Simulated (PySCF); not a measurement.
CS, SMILES [C-]#[S+]. Geometry: PBE0-D3(BJ)/def2-TZVPD.

PySCF 2.14.0 with TDDFT-LC-ωPBE/def2-TZVPD puts the lowest singlet excitations at 4.84, 4.84, 5.18, 5.62, 5.62, 8.43 eV.

What are the lowest excitation roots from PySCF with ADC(2)/aug-cc-pVDZ? (An estimate is asked for; the answer gives what the named calculation found.)

5.27, 5.27, 5.94, 6.16, 6.16, 8.30 eV. S1 differs by 0.43 eV (second minus first; roots are paired by order, and the bases may differ).
